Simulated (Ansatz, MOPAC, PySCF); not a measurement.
System: C3H3 (charge 0, doublet). SMILES: C([CH2])#C
Geometry: optimised at B3LYP-D3(BJ)/def2-TZVP (Ansatz, a program for electronic structure).

Unscaled harmonic wavenumbers (cm⁻¹) in rising order, each level at the stationary point that it reaches from this structure (no distance between atoms moves by over 0.3 Å); the order of modes can differ between levels, and a negative number is imaginary. B3LYP-D3(BJ)/def2-TZVP (PySCF, at the structure above): 357, 408, 457, 632, 694, 1034, 1092, 1462, 2011, 3147, 3235, 3464.

AM1 (MOPAC): 373, 396, 734, 803, 808, 1013, 1244, 1402, 2086, 3189, 3211, 3442. Zero-point energy 26.7 against 25.7 kcal/mol; where all levels lie over 400 cm⁻¹, the wavenumbers are on average 1.115 times those of B3LYP-D3(BJ)/def2-TZVP.

HF/3-21G (Ansatz): 375, 420, 576, 718, 775, 1085, 1153, 1600, 1934, 3298, 3393, 3616. Zero-point energy 27.1 against 25.7 kcal/mol; where all levels lie over 400 cm⁻¹, the wavenumbers are on average 1.082 times those of B3LYP-D3(BJ)/def2-TZVP.

HF/6-31G* (Ansatz): 367, 400, 440, 661, 685, 1098, 1122, 1594, 1930, 3329, 3426, 3629. Zero-point energy 26.7 against 25.7 kcal/mol; where all levels lie over 400 cm⁻¹, the wavenumbers are on average 1.030 times those of B3LYP-D3(BJ)/def2-TZVP.

B3LYP/6-31G* (Ansatz): 362, 368, 438, 587, 673, 1047, 1102, 1486, 2027, 3167, 3253, 3487. Zero-point energy 25.7 against 25.7 kcal/mol; where all levels lie over 400 cm⁻¹, the wavenumbers are on average 0.992 times those of B3LYP-D3(BJ)/def2-TZVP.
